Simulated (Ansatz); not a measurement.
Results of PBE+SOC in Ansatz (plane waves, PAW) for tetradymite Bi2Te3.

Run with plane-wave cutoff 520 eV, 10×10×10 k mesh, Fermi–Dirac smearing 0.01 eV, PAW data made under PBE.

Computed at the level's own relaxed cell.

Question: What does this level give for the smallest direct gap on the k points sampled, equilibrium volume per atom, lattice parameter a and bulk modulus B0?

Answer: 
smallest direct gap on the k points sampled: 0.13 eV
equilibrium volume per atom: 35.92 Å³/atom
lattice parameter a: 4.477 Å
bulk modulus B0: 21.4 GPa

Measured, for comparison: lattice constant a 4.386 Å (temperature not stated, not corrected to a static lattice; as tabulated in Luo et al. (2012), arXiv:1308.1523); bulk modulus 37 GPa (temperature not stated, not corrected to a static lattice, our sources range from 32.5 to 39.5; as tabulated in Toher et al. (2017), arXiv:1611.05714). Computed (rounded) less measured: lattice constant a +2.1 %, bulk modulus not scored (sources differ).

Note: for a layered or molecular solid the relaxed cell lies over 5 % above the published volume, where the minimum can be shallow; the cell comes from a level without a dispersion term, which matters for the spacing of layers, chains or molecules; the bulk modulus comes from volumes at which shape and atoms were relaxed.

Static lattice: no zero-point or thermal effects.

Cost on a shared machine: roughly 4 core-hours.

Ansatz is a first-principles code.
